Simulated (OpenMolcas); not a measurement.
P2 (diphosphorus): the energy, rung by rung

The species is P2 (2 atoms), meant as a singlet with charge 0. SMILES: `P#P`. The bond length is the measured one.

```csv
atom,x (Å),y (Å),z (Å)
P,0.0000,0.0000,0.0000
P,0.0000,0.0000,1.8934
```

Quantity: the energy change with the P1–P2 bond stretched from 1.893 to 2.367 Å, in eV. The values are calculated.

| level | kind | program | value (eV) | CPU time (all runs) |
| --- | --- | --- | --- | --- |
| HF/STO-3G (restricted) | Hartree–Fock | OpenMolcas | 5.03 | 3.3 s |
| SVWN5/STO-3G (restricted) | LDA | OpenMolcas | 3.05 | 4.4 s |
| PBE/STO-3G (restricted) | GGA | OpenMolcas | 2.91 | 4.7 s |
| r2SCAN/STO-3G (restricted) | meta-GGA | OpenMolcas | 3.19 | 5.4 s |
| B3LYP/STO-3G (restricted) | global hybrid | OpenMolcas | 3.24 | 4.7 s |
| M06-2X/STO-3G (restricted) | hybrid meta-GGA | OpenMolcas | 3.91 | 4.5 s |
| PBE0/STO-3G (restricted) | global hybrid | OpenMolcas | 3.53 | 4.8 s |
| B2PLYP/STO-3G (restricted) | double hybrid | OpenMolcas | 2.14 | 4.6 s |
| MP2/STO-3G (restricted) | perturbation theory | OpenMolcas | 0.75 | 3.3 s |
| CISD/STO-3G (restricted) | coupled cluster or CI | OpenMolcas | 3.09 | 3.3 s |

The first shape isn't each level's own minimum. The values span 0.75 to 5.03 eV. All rows use very small basis sets, so even the best lies far from the true value. Times are those of the runs behind each value, whatever else they computed, on shared processors of several kinds: orders of magnitude only.
